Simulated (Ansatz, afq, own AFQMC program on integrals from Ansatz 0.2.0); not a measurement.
AFQMC on a folder of integrals that Ansatz 0.2.0 wrote.

```yaml
crystal:
  periodic: [false, false, false]
  atoms:
    - {symbol: C, position_ang: [-1.169474, 0.000000, 0.000000]}
    - {symbol: H, position_ang: [-1.532680, 1.027301, 0.000000]}
    - {symbol: H, position_ang: [-1.532680, -0.513650, 0.889668]}
    - {symbol: H, position_ang: [-1.532680, -0.513650, -0.889669]}
    - {symbol: H, position_ang: [0.064526, 0.000000, 0.000000]}
    - {symbol: O, position_ang: [1.163526, 0.000000, 0.000000]}
basis:
  gaussian: {orbitals: cc-pVTZ}
magnetization: {spin_polarized: true, initial_magnetization: 2}
correlation: {method: ccsd_t, electrons: outside_noble_gas, hamiltonian_folder: ham}
```

```sh
$ ansatz run in.yaml --threads 1 --pin off --events-out ev --progress --plain --max-ram 24576MiB --backend cuda --devices 0, --max-vram 18GiB
```

afq runs on the folder ham with

```
--method phaseless --trial cisd --walkers 600 --populations 10 --least-time 60 --time-step 0.005 --steps-per-block 50 --equilibration-blocks 28 --max-blocks 4000 --target-error 0.00022 --factor-cut 1e-05 --start spin_pure --seed 4071 --release-times 0.24,0.51,0.99,1.62,2.4 --release-step 0.03 --release-every 3 --taylor-order 6
```

Times are imaginary, in 1/Eh. The walk had a cap of 235 s. With eight or more populations the least sampling time is a fifth of least-time, and the error comes from their spread.

Log:

```
orbitals 114  electrons 8 6  factors 656 of 656
reference energy -114.95811181 Eh
CCSD correlation -0.40691355 Eh in 11 cycles, weight of the determinant in the CISD state 0.8837
energy of the start -115.362701 Eh
 block  time / (1/Eh)  mean weight  energy / Eh
     1     0.250  0.9993  -115.360649
     2     0.500  0.9990  -115.367278
     3     0.750  1.0000  -115.369732
     4     1.000  0.9996  -115.372829
     5     1.250  1.0002  -115.374609
     7     1.750  0.9990  -115.376555
     9     2.250  0.9990  -115.377872
    13     3.250  1.0010  -115.379446
    25     6.250  1.0006  -115.378844
    37     9.250  1.0000  -115.374681
    49    12.250  1.0004  -115.377291
    61    15.250  0.9998  -115.376703
    73    18.250  1.0004  -115.376413
    85    21.250  1.0005  -115.378005
    97    24.250  1.0006  -115.375707
   109    27.250  0.9990  -115.377492
   121    30.250  1.0014  -115.376534
   133    33.250  1.0009  -115.376670
   145    36.250  1.0007  -115.378254
   157    39.250  0.9991  -115.380566
   169    42.250  0.9979  -115.375105
   181    45.250  1.0004  -115.377800
   193    48.250  0.9991  -115.381649
   205    51.250  1.0010  -115.376155
   217    54.250  0.9992  -115.377200
   229    57.250  1.0006  -115.380515
   241    60.250  0.9993  -115.379233
   247    61.750  1.0008  -115.379754
error from the spread of 10 populations
released: time / (1/Eh)  energy / Eh  error  mean overlap
  0.24  -115.378314  0.000297  0.9922
  0.51  -115.378528  0.000201  0.9906
  0.99  -115.378769  0.000222  0.9819
  1.62  -115.378885  0.000391  0.9698
  2.40  -115.378691  0.000340  0.9644
energy -115.378106 +/- 0.000234 Eh
(rows thinned)
```

The run passed its tests (sampling time, drift between the halves within three errors, error under three times the target), which doesn't prove that it has relaxed, ending at its cap on processor time.

Against this walk (error 6.4 meV) on the same determinant: CCSD(T) 17.8 meV higher. The error is statistical and leaves out the bias of the constraint. Released to 2.40 1/Eh the energy moves by -16 ± 11 meV (both errors), within twice the noise.

Cautions: constraint bias not in the error; error above the target (6.4 against 6.0 meV); lower spins were not checked.

The walk took 3.9 min on 1 × NVIDIA H100 80GB HBM3 with 2 threads of AMD EPYC 7R13 Processor (Zen 3), with other jobs on the host (the card was shared). The log's last line is the phaseless energy.

A walk keeps the symmetry of its determinant, which the program's search chose and which needn't be the lowest solution, so a lower state of the same spin and another symmetry isn't excluded.
